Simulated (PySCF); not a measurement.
Isomers of C5H12, one conformer each. The calculation used core-valence-separated Tamm–Dancoff BHandHLYP/aug-pcX-1 (pcseg-1 on H) in PySCF, non-relativistic, gas phase, PBE0-D3(BJ)/def2-SVP geometry. Absolute energies from this functional tend to lie a few eV below measured edges; no shift was applied.

P. `CCCCC`
Q. `CC(C)(C)C`

Main lines, eV (oscillator strength):
1. C K: 285.3 (0.047), 286.0 (0.225), 287.0 (0.032)
2. C K: 285.3 (0.017), 285.5 (0.032), 285.6 (0.019), 285.9 (0.053), 286.0 (0.107)
Listed: the first five lines at most of each edge with a tenth or more of its strongest line's intensity; roots within 0.03 eV on the same or equivalent atoms are summed. Only the lowest roots were sought, and the top ones are left out.

**Question.** Which spectrum belongs to which isomer?

**Answer.** 1 = Q, 2 = P.
- P: first C line listed at 285.3 eV, hole on the methyl carbon.
- Q: first C line listed at 285.3 eV, hole on the methyl carbon.

**Question.** What are the ground-state energies of the isomers at BHandHLYP/aug-pcX-1 (pcseg-1 on H), relative to the lowest?

**Answer.** P 10.5, Q 0.0 kJ/mol (electronic energies on these geometries, no dispersion or zero-point terms).
